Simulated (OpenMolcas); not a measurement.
# BH3 (SMILES [H]B([H])[H]): levels of theory compared

We compute a comparison of 6 runs (B2PLYP/3-21G, SVWN5/3-21G, UB3LYP/3-21G, ACPF/3-21G, CISD/3-21G, CCSD(T)/3-21G) of BH3. 

The results are computed with OpenMolcas 26.06.

1 further run of the same task is left out (set aside as unsound or not needed).

### Step 1. Starting point

BH3: 4 atoms, total charge 0, spin state singlet. SMILES: `[H]B([H])[H]`. The B1–H4 distance was set to 1.747 Å, away from the relaxed value. At this shape a bond of the SMILES string is far longer than usual.

Bond lengths: B1–H2 1.164 Å, B1–H3 1.165 Å. Angles: H2–B1–H3 120.0°. A long bond or contact: B1–H4 1.747 Å.

### Step 2. The energy at B2PLYP/3-21G (run 1)

File mol.input:

```
&GATEWAY
 BasLib=$CurrDir
 Coord
 4
 angstrom
 B        0.304411       0.496639      -0.004485
 H        1.468221       0.466289       0.012195
 H       -0.250989       1.520019      -0.021735
 H       -0.608600      -0.993120       0.004770
 Basis=3-21G
 Group=NoSym

&SEWARD
 GridInput
 Grid=UltraFine
 End of Grid

&SCF
 KSDFT=B2PLYP_SCF
 Thresholds=1e-10 1e-07 1e-07 1e-05
 PrOrbitals=1 1

&MBPT2
 Frozen=1
```

The basis set 3-21G is read from a file made from the Basis Set Exchange's data (not shown).

Started as:

```bash
export MOLCAS_MEM=1860
pymolcas mol.input > mol.log
```

The program printed:

```text
--- Start Module: gateway ---
[...]
--- Stop Module: gateway /rc=_RC_ALL_IS_WELL_ ---
[...]
      Basis functions           15
[...]
--- Start Module: scf ---
[...]
       Convergence after  10 Iterations
[...]
::    Total KS-DFT energy                             -26.3168290391
[...]
      Total spin, S                                     0.0000000000
[...]
      Total electronic charge=    8.000000
      Total            charge=   -0.000000
[...]
      Dipole Moment (debye):
      Origin of the operator (angstrom)=    0.2825    0.4610   -0.0039
                   X=  4.1578E-01               Y=  6.7805E-01               Z= -7.7771E-03           Total=  7.9542E-01
      Quadrupole Moment (debye*angstrom):
[...]
--- Stop Module: scf /rc=_RC_ALL_IS_WELL_ ---
[...]
--- Start Module: mbpt2 ---
[...]
 ###    WARNING: MP2 implementation intended for RHF references only         ###
 ###############################################################################
MBPT2 WARNING: Reference function according to RunFile:KS-DFT
I'll assume you know what you're doing and continue
WARNING!
Default frozen orbitals as non valence orbitals is overwritten by user input.
Default values:   1
[...]
       Reference weight ( Cref**2 )         =        0.95209
::    Total MBPT2 energy                              -26.3933206343
[...]
      Total MBPT2 calculations                           0.04      0.04
--- Stop Module: mbpt2 /rc=_RC_ALL_IS_WELL_ ---
[...]
```

Wall time 3.6 s (1 thread of Arm Neoverse V1, shared host); peak memory 0.37 GiB.

### Step 3. A single-point energy at SVWN5/3-21G (run 2)

File mol.input:

```
&GATEWAY
BasLib
$CurrDir
Coord
4
angstrom
B        0.304411       0.496639      -0.004485
H        1.468221       0.466289       0.012195
H       -0.250989       1.520019      -0.021735
H       -0.608600      -0.993120       0.004770
Basis
3-21G
Group
NoSym
&SEWARD
GridInput
Grid=UltraFine
End of Grid
&SCF
KSDFT
SVWN5
Thresholds
1e-10 1e-07 1e-07 1e-05
PrOrbitals
1 1
```

The basis set 3-21G is read from a file made from the Basis Set Exchange's data (not shown).

Started as:

```bash
export MOLCAS_MEM=1860
pymolcas mol.input > mol.log
```

The program printed:

```text
--- Start Module: gateway ---
[...]
--- Stop Module: gateway /rc=_RC_ALL_IS_WELL_ ---
--- Start Module: seward ---
[...]
      Basis functions           15
--- Stop Module: seward /rc=_RC_ALL_IS_WELL_ ---
--- Start Module: scf ---
[...]
       Convergence after   9 Iterations
[...]
::    Total KS-DFT energy                             -26.0558776790
[...]
      Total spin, S                                     0.0000000000
[...]
      Total electronic charge=    8.000000
      Total            charge=   -0.000000
[...]
      Dipole Moment (debye):
      Origin of the operator (angstrom)=    0.2825    0.4610   -0.0039
                   X=  3.2675E-01               Y=  5.3282E-01               Z= -5.8025E-03           Total=  6.2506E-01
      Quadrupole Moment (debye*angstrom):
[...]
--- Stop Module: scf /rc=_RC_ALL_IS_WELL_ ---
[...]
```

Wall time 2.9 s (1 thread of Arm Neoverse V1, shared host); peak memory 0.37 GiB.

### Step 4. The energy at UB3LYP/3-21G (run 3)

File mol.inp:

```
>>> EXPORT MOLCAS_PRINT=2

&GATEWAY
  BasLib=$CurrDir
  Coord
  4
  angstrom
  B        0.304411       0.496639      -0.004485
  H        1.468221       0.466289       0.012195
  H       -0.250989       1.520019      -0.021735
  H       -0.608600      -0.993120       0.004770
  Basis=3-21G
  Group=NoSym

&SEWARD
  GridInput
  Grid=UltraFine
  End of Grid

&SCF
  UHF
  KSDFT=B3LYP
  Thresholds=1e-10 1e-07 1e-07 1e-05
  Scramble=0.25
  PrOrbitals=1 1
```

The basis set 3-21G is read from a file made from the Basis Set Exchange's data (not shown).

Started as:

```bash
export MOLCAS_MEM=1860
pymolcas mol.inp > mol.log
```

The program printed:

```text
--- Start Module: gateway ---
[...]
--- Stop Module: gateway /rc=_RC_ALL_IS_WELL_ ---
--- Start Module: seward ---
[...]
      Basis functions           15
--- Stop Module: seward /rc=_RC_ALL_IS_WELL_ ---
--- Start Module: scf ---
[...]
       Convergence after  15 Iterations
[...]
::    Total KS-DFT energy                             -26.4004156849
[...]
      Total spin, S                                    -0.0000000000
[...]
      Total electronic charge=    8.000000
      Total            charge=   -0.000000
[...]
      Dipole Moment (debye):
      Origin of the operator (angstrom)=    0.2825    0.4610   -0.0039
                   X=  3.9360E-01               Y=  6.4187E-01               Z= -7.0945E-03           Total=  7.5297E-01
      Quadrupole Moment (debye*angstrom):
[...]
--- Stop Module: scf /rc=_RC_ALL_IS_WELL_ ---
[...]
```

It took 6.6 s on 1 thread of Arm Neoverse V1, shared host; peak memory 0.37 GiB.

Runs 4 to 5 aren't shown in full; the table further down has their settings and results.

### Step 5. A single-point energy at CCSD(T)/3-21G (run 6)

File mol.inp:

```
&GATEWAY
BasLib = $CurrDir
Coord
4
angstrom
B        0.304411       0.496639      -0.004485
H        1.468221       0.466289       0.012195
H       -0.250989       1.520019      -0.021735
H       -0.608600      -0.993120       0.004770
Basis = 3-21G
Group = NoSym
&SEWARD
&SCF
Thresholds = 1e-10 1e-07 1e-07 1e-05
PrOrbitals = 1 1
&RASSCF
FileOrb = $Project.ScfOrb
Spin = 1
Nactel = 0 0 0
Inactive = 4
Ras2 = 0
OutOrbitals = Canonical
OrbListing = Nothing
&MOTRA
JobIph
Frozen = 1
&CCSDT
CCT
Triples = 2
Iterations = 80
Accuracy = 1e-08
Extrapolation = 5 4
```

The basis set 3-21G is read from a file made from the Basis Set Exchange's data (not shown).

Started as:

```bash
export MOLCAS_MEM=1860
pymolcas mol.inp > mol.log
```

The program printed:

```text
--- Start Module: gateway ---
[...]
--- Stop Module: gateway /rc=_RC_ALL_IS_WELL_ ---
[...]
      Basis functions           15
[...]
       Convergence after  10 Iterations
[...]
::    Total SCF energy                                -26.1701637296
[...]
      Total spin, S                                     0.0000000000
[...]
      Number of active orbitals                  0
[...]
      Spin quantum number                      0.0
[...]
      Active orbitals                            0
[...]
      Number of CSFs                             1
[...]
      Number of root(s) required                 1
[...]
      Convergence after  4 iterations
[...]
      Natural orbitals and occupation numbers for root  1
      ************************************************************************************************************************
      *                                                    Final results                                                     *
      ************************************************************************************************************************
[...]
::    RASSCF root number  1 Total energy:    -26.17016373
[...]
      Total electronic charge=    8.000000
      Total            charge=   -0.000000
[...]
      Dipole Moment (debye):
      Origin of the operator (angstrom)=    0.2825    0.4610   -0.0039
                   X=  4.6058E-01               Y=  7.5113E-01               Z= -8.8745E-03           Total=  8.8114E-01
      Quadrupole Moment (debye*angstrom):
[...]
--- Start Module: motra ---
[...]
--- Stop Module: motra /rc=_RC_ALL_IS_WELL_ ---
--- Start Module: ccsdt ---
[...]
      Convergence after                    12  Iterations
      Total energy (diff) :     -26.25198913      -0.00000000
[...]
 METHOD                       : CCSD+T(CCSD)+<T3(1)WT1> = CCSD(T)
[...]
       CCSD     =       -26.2519891299859
[...]
```

Run time: 2.1 s. Hardware: 1 thread of Arm Neoverse V1, shared host; peak memory 0.37 GiB.

### Step 6. All runs side by side

| run | level | frozen core orbitals | scramble | energy (Eh) | dipole moment (D) of the reference | HOMO energy (eV) | LUMO energy (eV) | wall time |
| --- | --- | --- | --- | --- | --- | --- | --- | --- |
| 1 | B2PLYP/3-21G | 1 | – | -26.337482 | 0.80 | -9.41 | -0.55 | 3.6 s |
| 2 | SVWN5/3-21G | – | – | -26.055878 | 0.63 | -7.09 | -3.39 | 2.9 s |
| 3 | UB3LYP/3-21G | – | 0.25 | -26.400416 | 0.75 | -8.13 | -2.26 | 6.6 s |
| 4 | ACPF/3-21G | 1 | – | -26.252749 | 0.88 | -11.20 | 1.81 | 1.7 s |
| 5 | CISD/3-21G | 1 | – | -26.249431 | 0.88 | -11.20 | 1.81 | 1.7 s |
| 6 | CCSD(T)/3-21G | 1 | – | -26.253294 | 0.88 | -11.20 | 1.81 | 2.1 s |

### Step 7. Summary of results

```
                                         quantity         value
                              run 6: total energy  -26.25329 Eh
        run 6: dipole moment (mean-field density)        0.88 D
       run 6: HOMO energy (Hartree–Fock orbitals)     -11.20 eV
       run 6: LUMO energy (Hartree–Fock orbitals)       1.81 eV
     run 6: HOMO–LUMO gap (Hartree–Fock orbitals)      13.01 eV
run 6: correlation energy (1 core orbital frozen)     -83.1 mEh
                            run 6: (T) correction     -1.30 mEh
```

Over runs 1, 2, 3 the dipole moment (its size) runs from 0.63 D (SVWN5/3-21G) to 0.80 D (B2PLYP/3-21G). A double hybrid's value is that of its SCF part. Over runs 1, 2, 3 the HOMO–LUMO gap runs from 3.70 eV (SVWN5/3-21G) to 8.86 eV (B2PLYP/3-21G). For B2PLYP the log adds the whole second-order term; the table takes 0.27 of it, as the functional is defined. Totals of different functionals can't be ranked against each other. All runs together took 19 s, the longest 6.6 s.
